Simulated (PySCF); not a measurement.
Structure problem from calculated spectra and properties.

Formula: CH2Si.

| Item | Value |
| --- | --- |
| Rotational structure | rotational constants A, B, C: 628.141, 16.252, 15.842 GHz [GFN2-xTB] |
| 1H NMR | chemical shifts (computed TMS as zero) by class: 8.81 (1 H), 7.55 (1 H) ppm [GIAO PBE0/pcSseg-1] |
| NMR, other nuclei | isotropic shieldings of nuclei other than C and H, by class: 248 (1 Si) ppm [GIAO PBE0/pcSseg-1] |
| Dipole | 2.83 D [PBE0/pcSseg-1] |
| 13C NMR | chemical shifts (computed TMS as zero) by class: 143.0 (1 C) ppm [GIAO PBE0/pcSseg-1] |

Electronic properties: PySCF, gas phase, density fitting. Levels stand in brackets. Geometry: GFN2-xTB; no solvent, vibrations or thermal averaging. NMR classes are plain means over equivalent atoms (diastereotopic ones count apart unless rotation or inversion swaps them), as if these changed places fast.

**Question.** What is the compound? Reason from the data.

**Answer.** Its formula, CH2Si, gives 2 degrees of unsaturation: 0 rings and 2 π bonds in the structure found. The one carbon: triply bonded carbon (143.0 ppm). Hydrogen classes from least to most shielded: 1 H on a triply bonded carbon (8.81 ppm), 1 H on a silicon bonded to C and H (7.55 ppm). The other shieldings belong to: 248 ppm, silicon bonded to C and H. The optimised geometry has point group Cs and is an asymmetric top. Structure: `C#[SiH]`. Computed isomers that give other values at the same levels: `C=[Si]` [singlet state] (rotational constant A: 305.901 GHz; this holds for the one conformer computed).
